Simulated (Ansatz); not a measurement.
# Two structures, one formula

Two relaxed structures of C2H5Si (charge +1), closed shell (PBE0-D4/def2-TZVP; forces vanish, vibrations not checked).

A:

```
atom    x (Å)    y (Å)    z (Å)
  C1  -0.0411  -0.1277  -0.0688
 Si2  -0.9556   0.9973  -0.9697
  C3   0.6935  -1.0032   0.6576
  H4  -1.8069   0.4331  -2.0239
  H5  -0.8250   2.4189  -0.6290
  H6   0.7611   0.2591   0.9051
  H7   1.6947  -1.3085   0.3412
  H8   0.2936  -1.4723   1.5608
```

B:

| atom | x (Å) | y (Å) | z (Å) |
| --- | --- | --- | --- |
| C1 | -1.1591 | 1.0788 | -1.0058 |
| Si2 | 0.1146 | 0.1068 | -0.4791 |
| C3 | 0.8990 | -0.8638 | 0.8542 |
| H4 | -1.9239 | 0.6538 | -1.6569 |
| H5 | -1.0095 | 2.1545 | -1.1052 |
| H6 | 1.0654 | -0.1820 | 1.6978 |
| H7 | 1.8352 | -1.3176 | 0.5295 |
| H8 | 0.1783 | -1.6304 | 1.1656 |

Computed with Ansatz 0.2.0 (basis: def2-TZVPP); correlated methods freeze the cores. B3LYP uses VWN-RPA correlation.

Task: Which structure is lower at CCSD(T), and by how much? (An estimate is asked for; the value comes from the calculation.)

Result: The calculation gives: B, by 1.336 eV (electronic energy, against the other). By their contacts, A is C₂H₅Si ([CH3][C][SiH2]), total charge +1 and B is C₂H₅Si ([CH2][Si][CH3]), total charge +1.

All methods give the same order:

```tsv
method	E(B) − E(A) (eV)
PBE-D4	-1.343
r2SCAN-D4	-1.308
PBE0-D4	-1.281
B3LYP-D4	-1.275
wB97M-V	-1.241
HF	-0.946
MP2	-1.365
CCSD	-1.285
CCSD(T)	-1.336
```

No T1 diagnostic of these runs exceeds 0.017. The restricted Hartree–Fock reference is unstable towards an unrestricted one at one or more of these structures.

Labels in which every atom is bracketed show which atoms are joined, not bond orders.

For scale, one of the runs: CCSD(T)/def2-TZVPP, 174 basis functions, launched by `ansatz run in.yaml --threads 2 --pin off --events-out ev --progress --plain --max-ram 4352MiB`. Time: 22 s of wall clock on 2 CPU threads of an Arm Neoverse V2; the host was shared. Peak host memory: 1.4 GiB.
